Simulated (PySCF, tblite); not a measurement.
Isomers of C4H10NP, one GFN2-xTB conformer each. Single-point energies are computed at PBE0/pcSseg-1 (PySCF, gas phase, no added dispersion term), electronic only.

| SMILES | GFN2-xTB relative energy (kJ/mol) |
| --- | --- |
| C=CP(C)(C)=N | 52.7 |
| CCP1(=N)CC1 | 87.2 |
| [H]/P=C(\C)N(C)C | 0.0 |

Conformers: `[CH2:1]=[CH:2][P:3]([CH3:4])([CH3:5])=[NH:6]` with C1–C2–P3–C4 128°; `[CH3:1][CH2:2][P:3]1(=[NH:4])[CH2:5][CH2:6]1` with C1–C2–P3–N4 -50°.

What does PBE0/pcSseg-1 give for the same structures?

```csv
SMILES,PBE0/pcSseg-1 E (Eh),PBE0/pcSseg-1 (kJ/mol),GFN2-xTB (kJ/mol),point group
[H]/P=C(\C)N(C)C,-554.08637,0.0,0.0,C1
C=CP(C)(C)=N,-554.08124,13.5,52.7,C1
CCP1(=N)CC1,-554.06118,66.2,87.2,C1
```

Both levels put the same isomer lowest; measured from each level's own lowest isomer, the values differ by up to 39.2 kJ/mol (C=CP(C)(C)=N: 52.7 against 13.5). As drawn, the highest has a three-membered ring and an N–H bond, which the lowest lacks.

Which frontier levels, dipoles and rotational constants go with these structures?

| SMILES | HOMO (eV, PBE0/pcSseg-1) | LUMO (eV) | dipole (D) | A, B, C (MHz) |
| --- | --- | --- | --- | --- |
| [H]/P=C(\C)N(C)C | -5.45 | -0.27 | 3.88 | 4009, 2411, 1553 |
| C=CP(C)(C)=N | -6.14 | -0.58 | 3.39 | 3659, 2206, 2103 |
| CCP1(=N)CC1 | -6.19 | 0.81 | 3.31 | 4284, 2332, 1883 |

What happens when harmonic zero-point energies from GFN2-xTB frequencies are added?

```json
{"SMILES": "[H]/P=C(\\C)N(C)C", "ZPE (kJ/mol)": "349.0", "electronic (kJ/mol)": "0.0", "with ZPE (kJ/mol)": "0.0"}
{"SMILES": "C=CP(C)(C)=N", "ZPE (kJ/mol)": "338.3", "electronic (kJ/mol)": "13.5", "with ZPE (kJ/mol)": "2.8"}
{"SMILES": "CCP1(=N)CC1", "ZPE (kJ/mol)": "346.5", "electronic (kJ/mol)": "66.2", "with ZPE (kJ/mol)": "63.6"}
```

The zero-point energies span 10.7 kJ/mol. The order is unchanged.
